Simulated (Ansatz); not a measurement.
in.yaml

```yaml
crystal:
  periodic: [false, false, false]
  atoms:
    - {symbol: Ta, position_ang: [0.000000, 0.000000, 0.000000]}
    - {symbol: F, position_ang: [0.000000, 0.000000, -1.868800]}
    - {symbol: F, position_ang: [0.000000, 0.000000, 1.868800]}
basis:
  gaussian: {orbitals: def2-SVP}
magnetization: {spin_polarized: true, initial_magnetization: 3}
correlation: {method: ccsdt_q, electrons: outside_noble_gas}
```

```sh
$ ansatz run in.yaml --threads 2 --pin off --events-out ev --progress --plain --max-ram 15360MiB --backend cuda --devices 0, --max-vram 18GiB
```

The program prints:

```
1071 factors; integrals over basis functions are off by at most 1.6e-7 eV
mean field evaluation 1: about -6941.0244 eV, gradient 2.7e1 eV
mean field evaluation 2: about -6941.1079 eV, gradient 2.7e1 eV
mean field evaluation 4: about -6944.3680 eV, gradient 2.9e0 eV
mean field evaluation 8: about -6944.5172 eV, gradient 1.5e-1 eV
mean field evaluation 16: about -6944.5178 eV, gradient 1.4e-6 eV
mean field evaluation 32: about -6943.5911 eV, gradient 4.5e0 eV
mean field evaluation 64: about -6941.2539 eV, gradient 3.0e0 eV
mean field evaluation 96: about -6942.6090 eV, gradient 1.7e-1 eV
mean field evaluation 128: about -6942.6309 eV, gradient 1.0e-2 eV
mean field evaluation 160: about -6940.3164 eV, gradient 4.8e-3 eV
mean field evaluation 192: about -6940.3166 eV, gradient 1.8e-3 eV
mean field -6944.51775026 eV, -255.2063201587 hartree, gradient 1.5e-6 eV, S^2 3.758148; 8 other end points of the search recorded, 0 dependent functions left out
determinant -6944.51775026 eV, -255.2063201587 hartree, with singles and doubles -6956.86392394 eV, -255.6600336732 hartree
determinant -6942.63092650 eV, -255.1369806647 hartree, with singles and doubles -6954.81435214 eV, -255.5847132985 hartree
determinant -6942.60963870 eV, -255.1361983525 hartree, with singles and doubles -6954.80124502 eV, -255.5842316209 hartree
determinant -6941.32680239 eV, -255.0890549876 hartree, with singles and doubles -6953.48367371 eV, -255.5358117685 hartree
6 core orbitals not correlated: weight in the atoms' cores, before any rotation towards them, 0.885 or more for the frozen orbitals, at most 0.108 for the correlated occupied ones
reference -6944.51775026 eV, -255.2063201587 hartree; 11, 8 occupied and 43, 46 virtual orbitals, 1071 factors
second order -12.22969907 eV of doubles, -0.00000000 eV of singles
cycle   1  -11.90937721 eV  change    3.2e-1 eV  update   1.3e-1
cycle   2  -12.36063829 eV  change   -4.5e-1 eV  update   8.5e-2
cycle   3  -12.61393539 eV  change   -2.5e-1 eV  update   2.9e-2
cycle   4  -12.64772660 eV  change   -3.4e-2 eV  update   1.4e-2
cycle   5  -12.62058041 eV  change    2.7e-2 eV  update   6.3e-3
cycle   6  -12.61947106 eV  change    1.1e-3 eV  update   3.3e-3
cycle   7  -12.62623231 eV  change   -6.8e-3 eV  update   2.2e-3
cycle   8  -12.62745021 eV  change   -1.2e-3 eV  update   1.2e-3
cycle   9  -12.62641151 eV  change    1.0e-3 eV  update   6.3e-4
cycle  10  -12.62684682 eV  change   -4.4e-4 eV  update   3.1e-4
cycle  11  -12.62659933 eV  change    2.5e-4 eV  update   1.6e-4
cycle  12  -12.62643051 eV  change    1.7e-4 eV  update   1.0e-4
cycle  13  -12.62649379 eV  change   -6.3e-5 eV  update   4.2e-5
cycle  14  -12.62651410 eV  change   -2.0e-5 eV  update   2.2e-5
cycle  15  -12.62649526 eV  change    1.9e-5 eV  update   1.2e-5
cycle  16  -12.62649782 eV  change   -2.6e-6 eV  update   6.1e-6
cycle  17  -12.62650004 eV  change   -2.2e-6 eV  update   3.6e-6
cycle  18  -12.62649789 eV  change    2.2e-6 eV  update   1.6e-6
cycle  19  -12.62649693 eV  change    9.6e-7 eV  update   8.7e-7
perturbative correction -0.02924602 eV, -0.0010747715 hartree
Total energy: -6957.17349321 eV, -255.6714101337 hartree
```

Ran on 2 threads of AMD EPYC 7R13 with a shared H100 80 GB, shared host: 13 s wall, 0.95 GiB peak host memory.
